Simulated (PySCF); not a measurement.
How well do the runs reproduce experiment for dimethylphosphine?

**The experiment to reproduce.**

NIST CCCBDB Release 22 (SRD 101), experimental dipoles lists, for the gas: dipole moment 1.23 D.

The runs below try to reproduce these values; the comparison stands at the end.

Species: dimethylphosphine, C2H7P.
Numbering: `[CH3:1][PH:2][CH3:3]` (hydrogens: H4, H5, H6 on C1; H7 on P2; H8, H9, H10 on C3)

Structure used (PBE0-D3(BJ)/def2-SVP), in Å, numbered top down from 1:
```xyz
10
C2H7P angstrom
C      1.367    0.208   -0.132
P      0.195   -0.399    1.171
C     -1.411    0.190    0.457
H      2.364   -0.223    0.043
H      1.459    1.302   -0.044
H      1.046   -0.037   -1.156
H      0.106   -1.749    0.708
H     -2.247   -0.252    1.020
H     -1.531   -0.056   -0.610
H     -1.474    1.283    0.575
```

The PySCF runs (gas phase, on this PBE0-D3(BJ)/def2-SVP geometry; no spin–orbit coupling):

```
                             level                                                                            job  basis functions  wall time
PBE0-D3(BJ)/def2-SVP, grid level 1                                    geometry optimisation from a GFN2-xTB start               81      8.0 s
                     PBE0/pcSseg-1                                        shieldings, charges and field gradients               93      5.3 s
                     PBE0/pcSseg-2                                                                     shieldings              213       14 s
                    PBE0/def2-SVPD  10 singlets by full TDDFT, 4 Tamm–Dancoff triplets, polarisability, ΔSCF ions              120       13 s
```

Hardware: Arm Neoverse V1, one thread, on a shared host.

## Comparison

**Dipole moment.** Measured: 1.23 D (NIST CCCBDB Release 22 (SRD 101), experimental dipoles).

```json
{"level": "PBE0-D3(BJ)/def2-SVP", "computed (D)": "1.30", "computed − measured (D)": "+0.07", "% (from the printed values)": "+6"}
{"level": "PBE0/pcSseg-1", "computed (D)": "1.33", "computed − measured (D)": "+0.10", "% (from the printed values)": "+8"}
{"level": "PBE0/pcSseg-2", "computed (D)": "1.33", "computed − measured (D)": "+0.10", "% (from the printed values)": "+8"}
{"level": "PBE0/def2-SVPD", "computed (D)": "1.32", "computed − measured (D)": "+0.09", "% (from the printed values)": "+7"}
```

All 4 levels lie above the measurement. The computed dipoles belong to one fixed geometry; measured ones are averaged over vibrations unless marked μe. Magnitudes are compared, not signs.

No measured geometry was used, and the causes of the misses weren't examined.
